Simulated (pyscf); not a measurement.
A first-order saddle from PySCF, ωB97X-D3(BJ)/def2-SVP:

```xyz
8

N     -2.2135    -0.7033     0.2156
Ga    -0.8849     0.5255     0.1142
H     -2.0439    -1.6753    -0.0199
H     -3.1686    -0.4448    -0.0092
H      0.5938    -0.2105     0.5583
H     -0.9411     2.0469     0.3683
Cl     0.5053     0.2034    -1.9781
H      0.7940    -0.1462    -0.5143
```
Charge 0, spin multiplicity 1.

Surface: singlet, charge 0. Lowest wavenumbers (cm⁻¹): 996i, 131, 239, 277, 356.

What reaction is this the transition state of?

`[NH2][GaH2]` + `[ClH]` ⇌ `[NH2][GaH][Cl]` + `[H][H]`, a four-centre exchange read from left to right: Ga–H, Cl–H broken and Cl–Ga, H–H formed. At ωB97M-D3(BJ)/def2-TZVP it lies +10.0 kcal/mol from the left side and +34.9 kcal/mol from the right (each side as separated species at their lowest minima found). This is the saddle that the search found; another between the same sides may lie lower. Elements up to Kr have no core potential and no relativistic terms here.
